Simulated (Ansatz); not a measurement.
# CCl₃F: one species, many methods

How much do the methods differ for CCl₃F? The plan is to run it at one geometry with functionals of several rungs and with coupled cluster. The yardstick is the atomisation energy at the CCSD(T) limit.

Computed with Ansatz 0.2.0, Gaussian basis. Level: functionals in def2-TZVPP, the program's frozen cores in correlated methods.

Plan: LDA (SPW92), PBE-D4, revPBE-D4, BLYP-D4, r2SCAN-D4, B97M-V, PBE0-D4, B3LYP-D4, r2SCANh-D4, r2SCAN0-D4, HSE06-D4, BHLYP-D4, CAM-B3LYP-D4, LC-ωPBE, ωB97X-V, ωB97M-V, B2PLYP, PBE-QIDH; CCSD(T)/def2-SVP; CCSD(T)/def2-TZVPP; MP2/def2-QZVPP; extrapolation to the limit; RPA on PBE.

### Step 1. The geometry

An earlier PBE0-D4 in a triple-zeta def2 set relaxation fixed the geometry.

SMILES `FC(Cl)(Cl)Cl`, 5 atoms, charge 0, spin multiplicity 1.

Atoms are counted from 1 here; the program's logs count them from 0.

Bond lengths: F1–C2 1.333 Å, C2–Cl3 1.760 Å, C2–Cl4 1.760 Å, C2–Cl5 1.760 Å. Angles: F1–C2–Cl3 108.5°, F1–C2–Cl4 108.5°, F1–C2–Cl5 108.5°, Cl3–C2–Cl4 110.4°, Cl3–C2–Cl5 110.4°, Cl4–C2–Cl5 110.4°.

### Step 2. LDA

This LDA is Slater exchange with PW92 correlation.

Input file in.yaml:

```yaml
crystal:
  periodic: [false, false, false]
  atoms:
    - {symbol: F, position_ang: [0.922124, -0.835462, 0.668904]}
    - {symbol: C, position_ang: [0.054791, -0.055064, 0.024994]}
    - {symbol: Cl, position_ang: [-1.374377, 0.142685, 1.032835]}
    - {symbol: Cl, position_ang: [-0.370196, -0.829034, -1.497413]}
    - {symbol: Cl, position_ang: [0.817557, 1.503175, -0.270721]}
basis:
  gaussian: {orbitals: def2-TZVPP}
hamiltonian: {xc: lda}
output: {orbitals: {seedname: orbitals}}
```

On the command line:

```
> ansatz run in.yaml --threads 4 --pin off --events-out ev --progress --plain --max-ram 10444MiB
```

The runs that follow: PBE-D4 (GGA); revPBE-D4 (GGA); BLYP-D4 (GGA); r2SCAN-D4 (meta-GGA); B97M-V (meta-GGA); B3LYP-D4 (hybrid); r2SCANh-D4 (hybrid); r2SCAN0-D4 (hybrid); HSE06-D4 (hybrid); BHLYP-D4 (hybrid); CAM-B3LYP-D4 (range-separated); LC-ωPBE (range-separated); ωB97X-V (range-separated); ωB97M-V (range-separated); B2PLYP (double hybrid); PBE-QIDH (double hybrid); CCSD(T) in def2-SVP; CCSD(T) in def2-TZVPP; MP2 in def2-QZVPP; RPA on PBE orbitals.

Before running them: what should the planned runs give, taken together? Wanted: atomisation energy, CCSD(T)/CBS; farthest beyond LDA; mean size of error, GGA; mean size of error, meta-GGA; mean size of error, hybrid; mean size of error, range-separated; mean size of error, double hybrid; gap, smallest and largest; T1 diagnostic.

As calculated:

```
                               quantity                                      value
        atomisation energy, CCSD(T)/CBS                              1470.0 kJ/mol
  functionals within 7.4 kJ/mol (0.5 %)     BLYP-D4, r2SCANh-D4, LC-ωPBE, PBE-QIDH
                    farthest beyond LDA                   BHLYP-D4 (-131.5 kJ/mol)
                mean size of error, GGA                                53.3 kJ/mol
           mean size of error, meta-GGA                                25.7 kJ/mol
             mean size of error, hybrid                                45.3 kJ/mol
    mean size of error, range-separated                                14.1 kJ/mol
      mean size of error, double hybrid                                21.9 kJ/mol
              gap, smallest and largest  5.35 eV (LDA (SPW92)), 13.37 eV (LC-ωPBE)
                          T1 diagnostic                                     0.0108
triples share of the correlation energy                                      4.2 %
```

What this shows: The LDA atomisation energy is off by 408.9 kJ/mol (28 %): it overbinds. PBE-D4 misses by +114.0 kJ/mol. Double hybrids carry the basis error of their MP2 part in triple zeta, and no dispersion term here, so their miss is partly the set-up's. By mean error the best rung here is range-separated (14.1 kJ/mol) and the worst beyond LDA is GGA (53.3 kJ/mol). RPA and LDA stand outside this count. Misses under about 7.4 kJ/mol are within the doubt on the reference itself, which lacks core-valence correlation, relativity and higher excitations. Hartree-Fock recovers 59 % of the binding; the rest is correlation. CCSD(T) in def2-SVP is off by -134.6 kJ/mol, worse than the median functional, from the basis alone. Orbital gaps span 5.4 to 13.4 eV; exact exchange widens them.
